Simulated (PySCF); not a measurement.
Cyanoformaldehyde, C₂HNO.
SMILES: `N#CC=O`

Computed with PBE/6-31+G* geometry optimisation, gas phase in PySCF 2.14.0.

Masses are those of the commonest isotopes; rigid-rotor values at the optimised geometry. 

Task: Give the principal moments of inertia and the rotational constants in MHz.

Result: Ia = 7.91, Ib = 101.94, Ic = 109.85 u·Å²; 505379 MHz·u·Å²/I gives A = 63902, B = 4958, C = 4601 MHz.

Task: Classify the top.

Result: A near-prolate asymmetric top. Ray's parameter κ = (2B − A − C)/(A − C) = -0.988; −1 is the prolate and +1 the oblate limit.

Task: Is it planar, by Δ = Ic − Ia − Ib?

Result: Planar: Δ = Ic − Ia − Ib = 0.00 u·Å². For a rigid frame Δ = −2 Σ m c², so it vanishes when all atoms lie in the ab plane; here none is more than 0.01 Å from it.

Task: Give the coordinates in the principal-axis frame, origin at the centre of mass.

Result: The sense of each axis is arbitrary; atoms in the order of the calculation.
```csv
atom,mass (u),a (Å),b (Å),c (Å)
N1,14.003,1.862,0.186,0.000
C2,12.000,0.723,-0.104,-0.001
C3,12.000,-0.702,-0.471,0.000
O4,15.995,-1.589,0.367,0.000
H5,1.008,-0.902,-1.567,0.001
```

Task: Which lines would a microwave search look for?

Result: The dipole components are |μa| = 0.99 D, |μb| = 2.19 D, |μc| = 0.00 D; the mirror of this Cs structure is the ab plane, so μc vanishes by symmetry and there are no c-type lines. The squared components, which scale the intensities, stand as 0.20 : 1.00 (a : b). Some lines, for components of 0.1 D or more:

| type | branch | J(Ka,Kc) | MHz | lower level (cm⁻¹) |
| --- | --- | --- | --- | --- |
| a | Q | 1(1,0) ← 1(1,1) | 357 | 2.285 |
| a | Q | 3(1,2) ← 3(1,3) | 2142 | 3.849 |
| a | Q | 4(1,3) ← 4(1,4) | 3569 | 5.101 |
| a | R | 1(0,1) ← 0(0,0) | 9558 | 0.000 |
| a | R | 3(1,3) ← 2(1,2) | 28138 | 2.911 |
| a | R | 3(0,3) ← 2(0,2) | 28668 | 0.956 |
| a | R | 4(2,2) ← 3(2,1) | 38248 | 9.802 |
| a | R | 4(1,3) ← 3(1,2) | 38943 | 3.921 |
| b | Q | 2(1,1) ← 2(0,2) | 59660 | 0.956 |
| b | Q | 3(2,2) ← 3(1,3) | 178441 | 3.849 |
| b | R | 2(2,1) ← 1(1,0) | 196307 | 2.297 |
| b | R | 2(2,0) ← 1(1,1) | 196666 | 2.285 |
| b | R | 4(2,3) ← 3(1,2) | 214531 | 3.921 |
| b | Q | 3(3,0) ← 3(2,1) | 295608 | 9.802 |
| b | R | 4(3,1) ← 3(2,2) | 333852 | 9.801 |
| b | Q | 4(4,0) ← 4(3,1) | 413858 | 20.938 |

Not checked by PBE/6-31+G* frequencies. Zero-point vibration and centrifugal distortion are left out. Quadrupole hyperfine structure (14N) is left out.

On Arm Neoverse V1, one thread, no GPU, on a shared host, this took 19 s of wall time and 0.32 GiB of memory at its peak. These figures are those of the optimisation.
